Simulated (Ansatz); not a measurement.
CH2, SMILES `[CH2]` (excited singlet) (charge 0, multiplicity 1). This singlet is an excited state, 0.39 eV above the relaxed triplet at the level composite: frozen-core CCSD(T) with HF/cc-pV5Z and the correlation energy extrapolated as X^-3 from cc-pVQZ and cc-pV5Z, plus full CI minus CCSD(T) in cc-pVDZ // PBE0-D3(BJ)/def2-TZVP (Ansatz, an electronic-structure program).

These are PBE0/cc-pVTZ // PBE0-D3(BJ)/def2-TZVP (Ansatz) values and carry that method's errors.

Ansatz 0.2 input:
```yaml
crystal:
  periodic: [false, false, false]
  atoms:
    - { symbol: C, position_ang: [-0.001458, 0.468792, -0.000001] }
    - { symbol: H, position_ang: [0.862835, -0.231715, -0.000003] }
    - { symbol: H, position_ang: [-0.861377, -0.237076, 0.000003] }
basis:
  gaussian: { orbitals: cc-pVTZ }
hamiltonian:
  xc: pbe0
```

Output:

```
Functional definition: PBE0
293 factors; their error is unknown
mean field evaluation 1: about -1062.7646 eV, gradient 1.8e1 eV
mean field evaluation 2: about -1063.0010 eV, gradient 1.5e1 eV
mean field evaluation 4: about -1063.6033 eV, gradient 7.1e-2 eV
mean field evaluation 8: about -1063.6000 eV, gradient 1.3e-4 eV
mean field -1063.59995175 eV, -39.0865772927 hartree, gradient 1.1e-5 eV, S^2 0.000000; 0 other end points of the search recorded, 0 dependent functions left out
reference -1063.59996839 eV, -39.0865779045 hartree; 4, 4 occupied and 54, 54 virtual orbitals, 293 factors
Total energy: -1063.59996839 eV, -39.0865779045 hartree
```
